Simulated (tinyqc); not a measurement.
Worked calculation: geometry optimisation on the UHF/sto-3g surface (energies and gradients from PySCF), for CH2, spin multiplicity 3. One step of it, computed by the program tinyqc.

Task: Step 2: move. Quasi-Newton step p = -H^(-1) g (the inverse Hessian comes from BFGS updates; coordinates in the order x, y, z of each atom); steps longer than 0.1 bohr are cut back.

positions after step 1 (bohr):
```
            x          y         z
1C   0.002293  -0.059937  0.087884
2H  -0.076486   1.763583  1.101798
3H   0.000494  -1.871832  1.204601
```

gradient (hartree/bohr):
```
              x            y            z
1C   0.00117527   0.01382415  -0.03933284
2H  -0.00083028   0.01187081   0.01502136
3H  -0.00034499  -0.02569496   0.02431148
```

inverse Hessian in use (bohr^2/hartree):
```
           1          2          3          4          5          6          7          8
1   1.000311   0.003967  -0.010584  -0.000219   0.003103   0.003969  -0.000092  -0.007070
2   0.003967   1.003654  -0.107379  -0.002928   0.044980   0.051124  -0.001039  -0.048633
3  -0.010584  -0.107379   1.344123   0.007527  -0.108862  -0.135448   0.003057   0.216242
4  -0.000219  -0.002928   0.007527   1.000153  -0.002168  -0.002791   0.000065   0.005095
5   0.003103   0.044980  -0.108862  -0.002168   1.030377   0.039581  -0.000936  -0.075357
6   0.003969   0.051124  -0.135448  -0.002791   0.039581   1.050684  -0.001178  -0.090705
7  -0.000092  -0.001039   0.003057   0.000065  -0.000936  -0.001178   1.000027   0.001975
8  -0.007070  -0.048633   0.216242   0.005095  -0.075357  -0.090705   0.001975   1.123990
9   0.006615   0.056256  -0.208675  -0.004736   0.069281   0.084764  -0.001879  -0.125536

           9
1   0.006615
2   0.056256
3  -0.208675
4  -0.004736
5   0.069281
6   0.084764
7  -0.001879
8  -0.125536
9   1.123911
```

Give: positions after step 2.

Result:

positions after step 2 (bohr):
```
         x       y      z
1C   0.000  -0.082  0.156
2H  -0.075   1.742  1.075
3H   0.001  -1.828  1.163
```
